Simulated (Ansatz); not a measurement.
**SiH3S radical: a ladder of functionals and wavefunction methods**

Aim: compute SiH3S radical with functionals from several rungs and with coupled cluster, and see how far each lands from CCSD(T) at the basis-set limit for the atomisation energy.

Program: Ansatz 0.2.0, Gaussian basis. Level of theory: functionals in def2-TZVPP, the program's frozen cores in correlated methods. These are calculated values, not measurements.

The runs, in order: LDA (SPW92), PBE-D4, revPBE-D4, BLYP-D4, r2SCAN-D4, B97M-V, PBE0-D4, B3LYP-D4, r2SCANh-D4, r2SCAN0-D4, HSE06-D4, BHLYP-D4, CAM-B3LYP-D4, LC-ωPBE, ωB97X-V, ωB97M-V, B2PLYP, PBE-QIDH; CCSD(T)/def2-SVP; CCSD(T)/def2-TZVPP; CCSD(T)/def2-QZVPP; extrapolation to the limit; RPA on PBE.

**1. Structure used throughout**

All runs share one geometry, relaxed beforehand with PBE0-D4 in a triple-zeta def2 set.

SMILES `[SiH3][S]`, 5 atoms, charge 0, spin multiplicity 2.

Atoms are counted from 1 here; the program's logs count them from 0.

Bond lengths: Si1–S2 2.120 Å, Si1–H3 1.485 Å, Si1–H4 1.485 Å, Si1–H5 1.489 Å. Angles: S2–Si1–H3 112.2°, S2–Si1–H4 112.2°, S2–Si1–H5 103.6°, H3–Si1–H4 109.4°, H3–Si1–H5 109.7°, H4–Si1–H5 109.7°.

**2. LDA**

This LDA is Slater exchange with PW92 correlation.

in.yaml reads:

```yaml
crystal:
  periodic: [false, false, false]
  atoms:
    - {symbol: Si, position_ang: [-0.120930, -0.027132, -0.030157]}
    - {symbol: S, position_ang: [1.957819, -0.299860, 0.285379]}
    - {symbol: H, position_ang: [-0.937973, -0.679738, 1.024120]}
    - {symbol: H, position_ang: [-0.554266, -0.517292, -1.363168]}
    - {symbol: H, position_ang: [-0.294850, 1.450323, 0.042425]}
basis:
  gaussian: {orbitals: def2-TZVPP}
magnetization: {spin_polarized: true, initial_magnetization: 1}
hamiltonian: {xc: lda}
output: {orbitals: {seedname: orbitals}}
```

Run with:

```sh
$ ansatz run in.yaml --threads 2 --pin off --events-out ev --progress --plain --max-ram 32768MiB --backend cpu
```

Further steps of the session: PBE-D4 (GGA); revPBE-D4 (GGA); BLYP-D4 (GGA); r2SCAN-D4 (meta-GGA); B97M-V (meta-GGA); PBE0-D4 (hybrid); B3LYP-D4 (hybrid); r2SCANh-D4 (hybrid); r2SCAN0-D4 (hybrid); HSE06-D4 (hybrid); BHLYP-D4 (hybrid); CAM-B3LYP-D4 (range-separated); LC-ωPBE (range-separated); ωB97X-V (range-separated); ωB97M-V (range-separated); B2PLYP (double hybrid); PBE-QIDH (double hybrid); CCSD(T) in def2-SVP; CCSD(T) in def2-TZVPP; CCSD(T) in def2-QZVPP; RPA on PBE orbitals.

**Question.** What will the summary of the whole plan be? Wanted: atomisation energy, CCSD(T)/CBS; farthest beyond LDA; mean size of error, GGA; mean size of error, meta-GGA; mean size of error, hybrid; mean size of error, range-separated; mean size of error, double hybrid; gap, smallest and largest; T1 diagnostic.

The runs gave:

| quantity | value |
| --- | --- |
| atomisation energy, CCSD(T)/CBS | 13.584 eV |
| functionals within 0.068 eV (0.5 %) | B3LYP-D4, r2SCANh-D4, r2SCAN0-D4, CAM-B3LYP-D4, ωB97M-V |
| farthest beyond LDA | revPBE-D4 (-0.311 eV) |
| mean size of error, GGA | 0.198 eV |
| mean size of error, meta-GGA | 0.126 eV |
| mean size of error, hybrid | 0.091 eV |
| mean size of error, range-separated | 0.123 eV |
| mean size of error, double hybrid | 0.233 eV |
| gap, smallest and largest | 0.03 eV (LDA (SPW92)), 8.16 eV (LC-ωPBE) |
| T1 diagnostic | 0.0140 |
| triples share of the correlation energy | 3.6 % |

In words: LDA overbinds by 1.425 eV (10 %). PBE-D4 is off by -0.131 eV. Double hybrids carry the basis error of their MP2 part in triple zeta, and no dispersion term here, so their miss is partly the set-up's. Taken by rung, hybrid functionals do best (0.091 eV on average) and double hybrid ones worst beyond LDA (0.233 eV). The gap between the best rungs is small, so their order is not settled. Misses under about 0.068 eV are within the doubt on the reference itself, which lacks core-valence correlation, relativity and higher excitations. Hartree-Fock recovers 76 % of the binding; the rest is correlation. CCSD(T) in def2-SVP is off by -1.139 eV, so the small basis spoils what the method gains. Orbital gaps span 0.0 to 8.2 eV; exact exchange widens them.
